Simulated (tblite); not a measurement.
Species: C5H11P.
SMILES with atom numbers: `[CH3:1]/[CH:2]=[CH:3]\[PH:4][CH2:5][CH3:6]` (hydrogens: H7, H8, H9 on C1; H10 on C2; H11 on C3; H12 on P4; H13, H14 on C5; H15, H16, H17 on C6)

Cartesian coordinates in Å at the GFN2-xTB level; atoms count from 1:
```xyz
17
C5H11P angstrom
C      2.684   -0.611    0.380
C      1.903    0.618    0.064
C      0.691    0.633   -0.475
P     -0.240   -0.832   -1.023
C     -1.959   -0.143   -0.829
C     -2.288    0.344    0.575
H      3.675   -0.547   -0.067
H      2.812   -0.714    1.458
H      2.181   -1.495   -0.007
H      2.388    1.554    0.317
H      0.219    1.579   -0.718
H     -0.237   -1.495    0.211
H     -2.653   -0.935   -1.125
H     -2.065    0.668   -1.556
H     -1.605    1.132    0.884
H     -3.305    0.733    0.612
H     -2.207   -0.473    1.290
```

Level: GFN2-xTB in tblite, geometry and Hessian alike; calculated harmonic values, unscaled, isolated species. This tight-binding method is rough: wavenumbers can miss measured ones by several per cent, in bad cases by 10 to 20. Modes of hydrogen on phosphorus can be 10 to 20 % off. One conformer, not necessarily the lowest.

Harmonic wavenumbers (cm⁻¹): 36.2, 97.0, 111.9, 160.6, 202.0, 242.1, 316.3, 369.4, 520.9, 667.3, 694.9, 707.7, 761.8, 853.9, 865.3, 910.3, 978.6, 1013.1, 1024.0, 1036.5, 1070.7, 1077.9, 1218.4, 1229.4, 1270.5, 1310.6, 1397.1, 1411.2, 1454.5, 1467.6, 1476.5, 1495.8, 1498.9, 1679.2, 2236.3, 2936.1, 2955.9, 2991.1, 3009.8, 3010.6, 3013.9, 3019.0, 3022.0, 3031.1, 3035.3.

A = 5446, B = 1491, C = 1345 MHz; mass 102.060 u (most abundant isotopes); point group C1, symmetry number 1.

Task: What is the zero-point energy?

Result: ½Σν̃ = 31445 cm⁻¹ = 89.90 kcal/mol.

Task: What is S at 273.15 K and 1 bar for an ideal gas of classical rigid rotors and harmonic oscillators?

Result: Translation 39.37, rotation 27.52, vibration 22.05: S = 88.9 cal/(mol K).

Task: And Cp and H(273.15 K) − H(0)?

Result: Cp = 29.88 cal/(mol K), of which vibrations give 21.93 (their classical limit is 45 R = 89.4); H(273.15 K) − H(0) = 5.27 kcal/mol without the zero-point energy, 3.10 from vibrations.

Task: Blend soft modes into free rotors: weight 1/[1 + (100 cm⁻¹/ν̃)⁴] for the oscillator and the rest for a rotor with moment μB/(μ + B), μ = h/(8π²ν), B = 10⁻⁴⁴ kg m². What vibrational entropy results?

Result: 20.13 cal/(mol K) in place of 22.05, which changes −T·S at 273.15 K by +0.52 kcal/mol.

Task: What must be added to the electronic energy to get the Gibbs energy at 273.15 K and 1 bar?

Result: ZPE + [H(273.15 K) − H(0)] − T·S = 89.90 + 5.27 − 24.29 = 70.88 kcal/mol.

Hindered rotation and anharmonicity are outside this model. Other conformers, if any are populated, would add a mixing term that is left out. The structure is chiral; the term R ln 2 for an equal mix with its mirror image is left out.
